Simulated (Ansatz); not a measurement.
```yaml
crystal:
  periodic: [false, false, false]
  atoms:
    - {symbol: N, position_ang: [-2.032998, 0.127146, 0.000345]}
    - {symbol: P, position_ang: [-0.557800, 0.183270, 0.000762]}
    - {symbol: P, position_ang: [1.420894, -0.276489, -0.001084]}
    - {symbol: H, position_ang: [1.728619, 1.097742, 0.005126]}
basis:
  gaussian: {orbitals: def2-TZVP}
hamiltonian: {xc: pbe0}
relax: {f_tol: 0.004, max_steps: 80}
```

```sh
$ ansatz run in.yaml --threads 1 --pin off --events-out ev --progress --plain --max-ram 2176MiB
```

Steps of the relaxation (energy above the last step; positions in Å, forces in eV/Å):

```
4
step 1, 27.2 meV
N    -2.033    0.127    0.000   -0.944    0.059    0.000
P    -0.558    0.183    0.001    1.029   -0.051    0.000
P     1.421   -0.276   -0.001   -0.028   -0.395   -0.002
H     1.729    1.098    0.005   -0.057    0.386    0.002
```

```
4
step 2, 9.7 meV
N    -2.015    0.156    0.000   -0.362    0.099    0.000
P    -0.531    0.170    0.001    0.311   -0.184   -0.001
P     1.441   -0.300   -0.001    0.006   -0.018    0.000
H     1.663    1.105    0.005    0.045    0.103    0.000
```

```
4
step 3, 3.9 meV
N    -2.019    0.174    0.001    0.130    0.060    0.000
P    -0.528    0.146    0.001   -0.154   -0.104    0.000
P     1.449   -0.302   -0.001    0.034    0.128    0.001
H     1.657    1.115    0.005   -0.009   -0.084    0.000
```

```
4
step 7, 0.0 meV
N    -2.007    0.211    0.001   -0.001    0.000    0.000
P    -0.523    0.102    0.000    0.001    0.000    0.000
P     1.466   -0.300   -0.001    0.000    0.000    0.000
H     1.623    1.119    0.005    0.000    0.000    0.000
```

Close pairs at the end: P3–H4 1.429 Å, N1–P2 1.489 Å, P2–P3 2.028 Å.

A stationary point of restricted PBE0 after 7 steps (its stability towards spin polarisation wasn't tested); no frequencies were run, so it isn't proven a minimum. 21 s on 1 thread of Arm Neoverse V1, shared host.
